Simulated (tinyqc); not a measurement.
Worked calculation: MP2 on RHF in the sto-3g basis, for CH3+, spin multiplicity 1. One step of it, computed by the program tinyqc.

Task: Iteration 1: diagonalisation and new density. Diagonalise F' = X^T F X, C = X C', fill 4 alpha and 4 beta electrons from the bottom; D = 2 C_occ C_occ^T. Each column has its largest component positive (the first on a tie).

Fock matrix F (hartree), order 1C 1s, 1C 2s, 1C 2px, 1C 2py, 1C 2pz, 2H 1s, 3H 1s, 4H 1s:
```
[[-11.853773, -3.145901, 0.000025, 0.000000, 0.001256, -0.613035, -0.614307, -0.614307],
 [-3.145901, -2.089823, 0.000205, 0.000000, 0.013016, -0.833694, -0.834826, -0.834826],
 [0.000025, 0.000205, -0.638708, 0.000000, -0.000013, -0.487950, 0.244219, 0.244219],
 [0.000000, 0.000000, 0.000000, -0.638946, 0.000000, 0.000000, -0.422984, 0.422984],
 [0.001256, 0.013016, -0.000013, 0.000000, -0.486474, 0.024210, 0.024249, 0.024249],
 [-0.613035, -0.833694, -0.487950, 0.000000, 0.024210, -0.714166, -0.238259, -0.238259],
 [-0.614307, -0.834826, 0.244219, -0.422984, 0.024249, -0.238259, -0.715012, -0.238575],
 [-0.614307, -0.834826, 0.244219, 0.422984, 0.024249, -0.238259, -0.238575, -0.715012]]
```

X, order 1C 1s, 1C 2s, 1C 2px, 1C 2py, 1C 2pz, 2H 1s, 3H 1s, 4H 1s:
```
[[-0.357645, 0.000000, -0.001091, 0.914893, 0.294632, 0.000165, 0.000000, 0.177815],
 [1.312411, 0.000000, 0.002981, -0.016384, 0.036695, 0.000340, 0.000000, 0.473301],
 [-0.003010, 0.000000, 1.025008, 0.000095, 0.000012, 0.611200, 0.000000, -0.000337],
 [0.000000, 1.025427, 0.000000, 0.000000, 0.000000, 0.000000, 0.611178, 0.000000],
 [-0.052533, 0.000000, -0.000099, -0.316262, 0.947888, -0.000004, 0.000000, -0.018895],
 [-0.617039, 0.000000, -0.924481, -0.178665, -0.057569, 0.452763, 0.000000, 0.300017],
 [-0.621340, -0.799749, 0.460024, -0.178527, -0.057527, -0.225983, 0.391822, 0.300513],
 [-0.621340, 0.799749, 0.460024, -0.178527, -0.057527, -0.225983, -0.391822, 0.300513]]
```

Give: F' = X^T F X; orbital energies; coefficients C; D after iteration 1.

Result:

F' = X^T F X (hartree):
```
[[-0.2778, 0.0000, -0.0016, 1.2218, 0.3877, 0.0002, 0.0000, 0.0667],
 [0.0000, 0.1062, 0.0000, 0.0000, 0.0000, 0.0000, -0.0282, 0.0000],
 [-0.0016, 0.0000, 0.1057, 0.0048, 0.0016, -0.0283, 0.0000, 0.0007],
 [1.2218, 0.0000, 0.0048, -9.3961, -2.9778, -0.0024, 0.0000, -3.3088],
 [0.3877, 0.0000, 0.0016, -2.9778, -1.4821, -0.0008, 0.0000, -1.1228],
 [0.0002, 0.0000, -0.0283, -0.0024, -0.0008, -0.7899, 0.0000, -0.0010],
 [0.0000, -0.0282, 0.0000, 0.0000, 0.0000, 0.0000, -0.7901, 0.0000],
 [0.0667, 0.0000, 0.0007, -3.3088, -1.1228, -0.0010, 0.0000, -2.6046]]
```

orbital energies (hartree): [-11.8582, -1.3918, -0.7910, -0.7908, -0.4868, -0.0237, 0.1066, 0.1071]

coefficients C, order 1C 1s, 1C 2s, 1C 2px, 1C 2py, 1C 2pz, 2H 1s, 3H 1s, 4H 1s:
```
[[0.9941, -0.2428, 0.0000, -0.0001, -0.0115, -0.1900, 0.0006, 0.0000],
 [0.0252, 0.8234, 0.0000, 0.0005, 0.0572, 1.1252, -0.0037, 0.0000],
 [0.0000, -0.0002, 0.0000, 0.6432, 0.0000, 0.0024, 1.0052, 0.0000],
 [0.0000, 0.0000, 0.6431, 0.0000, 0.0000, 0.0000, 0.0000, 1.0057],
 [-0.0003, -0.0106, 0.0000, 0.0000, 0.9978, -0.0767, 0.0002, 0.0000],
 [-0.0037, 0.1425, 0.0000, 0.4232, -0.0234, -0.7013, -0.9348, 0.0000],
 [-0.0037, 0.1428, 0.3665, -0.2115, -0.0233, -0.6980, 0.4705, -0.8117],
 [-0.0037, 0.1428, -0.3665, -0.2115, -0.0233, -0.6980, 0.4705, 0.8117]]
```

D after iteration 1, order 1C 1s, 1C 2s, 1C 2px, 1C 2py, 1C 2pz, 2H 1s, 3H 1s, 4H 1s:
```
[[2.0942, -0.3498, 0.0000, 0.0000, 0.0045, -0.0767, -0.0767, -0.0767],
 [-0.3498, 1.3574, 0.0003, 0.0000, -0.0174, 0.2349, 0.2347, 0.2347],
 [0.0000, 0.0003, 0.8275, 0.0000, 0.0000, 0.5444, -0.2722, -0.2722],
 [0.0000, 0.0000, 0.0000, 0.8273, 0.0000, 0.0000, 0.4714, -0.4714],
 [0.0045, -0.0174, 0.0000, 0.0000, 0.0002, -0.0030, -0.0030, -0.0030],
 [-0.0767, 0.2349, 0.5444, 0.0000, -0.0030, 0.3989, -0.1383, -0.1383],
 [-0.0767, 0.2347, -0.2722, 0.4714, -0.0030, -0.1383, 0.3989, -0.1383],
 [-0.0767, 0.2347, -0.2722, -0.4714, -0.0030, -0.1383, -0.1383, 0.3989]]
```
